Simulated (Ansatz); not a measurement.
Basis-set extrapolation for C₅H₆O, SMILES `C#CCOC=C` (PBE0-D4/def2-TZVP geometry, frozen core, the Gaussian-basis code of Ansatz). Multiplicity 1, RHF reference.

```tsv
	def2-TZVPP	def2-QZVPP
HF	-267.693157	-267.704999
MP2 correlation	-1.023409	-1.092927
CCSD(T) correlation	-1.105691	not run
```

Energies in hartree. Use E(X) = E(∞) + A·exp(−7.88·√X) for Hartree–Fock and E(X) = E(∞) + B·X^(−2.97) for correlation, with X = 3 and 4, and add CCSD(T) minus MP2 of the smaller set to the MP2 limit.

Problem. What is the CCSD(T) energy at the basis-set limit?

Solution. HF limit: -267.704999 + (-0.011842) × 0.13774 = -267.70663. MP2 limit: -1.092927 + (-0.069518) × 0.74074 = -1.14442. Higher-order term: -1.105691 − (-1.023409) = -0.08228. Total: -268.93333 hartree, 84.4 kcal/mol below CCSD(T)/def2-TZVPP.
